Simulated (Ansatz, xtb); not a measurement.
# Relative energy of two isomers of C4H9NO

We compare a, `C[C@@H]1C[C@H](N)O1`, a singlet, with b, `C[C@@H]1C[C@@H](N)O1`, a singlet. Both are isolated molecules in the gas phase, relaxed with PBE-D3(BJ)/def2-SVP; each stands in its lowest conformer found.

Estimate E(b) − E(a) at the level CCSD(T)/def2-SVP + ΔMP2/def2-TZVPP.

CCSD(T)/def2-SVP + ΔMP2/def2-TZVPP gives E(b) − E(a) = +0.58 kcal/mol, slightly favouring structure a, which is too small a margin to settle the true order.

How the difference moves with the method:

```tsv
level	geometry	E(b) − E(a) (kcal/mol)	departure from the last row (kcal/mol)	job, with rough time for the two
GFN2-xTB	GFN2-xTB	+0.04	−0.54	optimisation, 0.15 s
HF/STO-3G	GFN2-xTB	+0.14	−0.44	single point, 0.48 s
r2SCAN-D4/def2-SVP	GFN2-xTB	+0.37	−0.21	single point, 6.1 s
PBE-D3(BJ)/def2-SVP	PBE-D3(BJ)/def2-SVP	+0.57	−0.01	optimisation, 42 s
HF/def2-SVP	PBE-D3(BJ)/def2-SVP	+0.37	−0.20	part of the CCSD(T) run
MP2/def2-SVP	PBE-D3(BJ)/def2-SVP	+0.52	−0.06	part of the CCSD(T) run
CCSD(T)/def2-SVP	PBE-D3(BJ)/def2-SVP	+0.44	−0.13	single point
CCSD(T)/def2-SVP + ΔMP2/def2-TZVPP	PBE-D3(BJ)/def2-SVP	+0.58		single point, 1.7 min
```

As drawn, both hold the same kinds of bond in the same numbers.

The largest departure from CCSD(T)/def2-SVP + ΔMP2/def2-TZVPP is that of GFN2-xTB, 0.54 kcal/mol. The last row adds to CCSD(T) the change of the MP2 difference between the two basis sets, here +0.13 kcal/mol.

With thermal terms from frequencies at re-optimised GFN2-xTB minima (ideal gas, soft modes damped towards free rotors, one conformer each, 298.15 K, 1 atm): on the last row, ΔE + ΔZPE = +0.58, ΔH = +0.59, ΔG = +0.61 kcal/mol.

The correlated steps freeze 6 core orbitals. Codes used: Ansatz 0.2.0, xtb 6.7.1; the last row on 2 threads of Arm Neoverse V1 on a shared host.
